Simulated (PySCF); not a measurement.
Molecule: `InChI=1S/C3H3Cl/c4-3-1-2-3/h1-3H`.

Geometry (Å), atoms numbered from 1 in this order:
```xyz
7

Cl    1.843    0.044   -1.121
C     0.641   -0.122    0.192
C    -0.736   -0.553   -0.146
C    -0.585    0.709    0.152
H     1.147   -0.399    1.107
H    -1.337   -1.367   -0.466
H    -0.971    1.692    0.256
```

Frames of a GFN2-xTB Langevin trajectory at 600 K; GIAO PBE0/pcSseg-1 shieldings in PySCF 2.14, gas phase, non-relativistic; equivalent atoms averaged within each frame.

References, each an isolated molecule treated in the same way: HCl for 35Cl (σref 949.78); 13C (σref 186.93), 1H (σref 31.72) against TMS. The references are static minima.

Q: How do the shifts (ppm) fluctuate along the trajectory?

A: 
```tsv
time (fs)	Cl1	C3/C4	C2	H6/H7	H5
250	215	122.6	28.9	7.78	4.30
425	306	131.4	48.1	7.74	5.59
625	191	132.3	35.2	8.40	4.16
800	305	136.5	67.3	8.50	5.92
1000	214	147.3	49.9	8.38	6.98
mean of frames	246	134.0	45.9	8.16	5.39
standard deviation	55	9.0	14.9	0.37	1.18
```

5 frames give an uncertainty of the mean of about the standard deviation over 2.2 at best, since frames this close in time may not be independent; classical motion lacks zero-point vibration, and the reference would need the same averaging.
